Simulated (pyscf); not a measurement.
Four-centre exchange: HO–Si(SiH₃)(SiH₃)–SiH₃ + BH₃ → H₂B–O–Si(SiH₃)(SiH₃)–SiH₃ + H₂

Gas phase, singlet surface, charge 0. Bonds broken: O1–H6, B16–H17. Bonds formed: O1–B16, H6–H17. Optimised with ωB97X-D3(BJ)/def2-SVP in PySCF.

Transition state (Å):

```xyz
19

O      0.7347    -0.3207     1.2622
Si    -0.3410     0.3690     0.1277
Si    -0.7981    -1.1343    -1.6065
Si    -2.3243     0.9312     1.2190
Si     0.6939     2.2652    -0.7469
H      1.4830    -1.3078     1.0764
H      0.4605    -1.8331    -2.0074
H     -1.3065    -0.3528    -2.7742
H     -1.8212    -2.1482    -1.2222
H     -2.9589    -0.2773     1.8193
H     -3.2490     1.5146     0.2002
H     -2.0736     1.9445     2.2849
H      1.0112     3.2432     0.3338
H      1.9535     1.8906    -1.4558
H     -0.2406     2.9003    -1.7238
B      0.4263    -1.7245     1.9083
H      1.5418    -2.2858     1.3966
H     -0.5081    -2.2952     1.3839
H      0.5512    -1.7363     3.1089
```

One imaginary mode, 1430i cm⁻¹; descent along it reached the two sides named, in the forms told below.

```
bond     change  reactant side (Å)  saddle  product side
-------  ------  -----------------  ------  ------------
O1–H6    breaks              0.967   1.253           3.1
B16–H17  breaks              1.219   1.350           3.1
O1–B16    forms              1.656   1.576         1.350
H6–H17    forms              2.460   1.031         0.760
```

Electronic energies relative to the separated reactants (kcal/mol):

```json
[
 {"level": "ωB97X-D3(BJ)/def2-TZVP", "barrier": "5.7", "reaction energy": "-32.0", "reverse barrier": "37.7"},
 {"level": "PBE/def2-TZVP", "barrier": "0.2", "reaction energy": "-31.7", "reverse barrier": "31.8"},
 {"level": "r²SCAN/def2-TZVP", "barrier": "1.8", "reaction energy": "-32.7", "reverse barrier": "34.4"},
 {"level": "B3LYP-D3(BJ)/def2-TZVP", "barrier": "5.8", "reaction energy": "-32.8", "reverse barrier": "38.6"},
 {"level": "PBE0-D3(BJ)/def2-TZVP", "barrier": "1.3", "reaction energy": "-31.7", "reverse barrier": "32.9"},
 {"level": "M06-2X/def2-TZVP", "barrier": "5.1", "reaction energy": "-33.7", "reverse barrier": "38.8"},
 {"level": "ωB97M-D3(BJ)/def2-TZVP", "barrier": "5.7", "reaction energy": "-31.7", "reverse barrier": "37.4"},
 {"level": "HF/def2-TZVP", "barrier": "28.5", "reaction energy": "-26.7", "reverse barrier": "55.2"}
]
```

With ωB97M-D3(BJ)/def2-TZVP energies and thermal terms (ideal gas, 1 atm, RRHO with modes under 100 cm⁻¹ raised to 100, one conformer, R ln 2 for chiral ones without a mode under 150 cm⁻¹), in kcal/mol:

| T (K) | ΔH‡ | ΔG‡ | ΔH | ΔG |
|---|---|---|---|---|
| 298 | 5.7 | 16.8 | -33.6 | -30.9 |
| 600 | 5.3 | 28.3 | -32.8 | -28.6 |
| 900 | 5.7 | 39.7 | -32.1 | -26.6 |
| 1200 | 6.3 | 51.0 | -31.5 | -24.8 |

On the reactant side the descent ends in an adduct with a B–O contact, 18.7 kcal/mol under the separated species and 24.4 kcal/mol under the saddle at ωB97X-D3(BJ)/def2-TZVP. What is counted as formed (B–O) is already present as a longer contact in the reactant adduct; forming that adduct is a step of its own. At the saddle there is also a short B–H contact that neither side keeps. HO–Si(SiH₃)(SiH₃)–SiH₃ lies 23.7 kcal/mol over its isomer H₃Si–SiH₂–O–SiH₂–SiH₃ (electronic energy, ωB97M-D3(BJ)/def2-TZVP). This is the saddle that the search found; another between the same sides may lie lower.
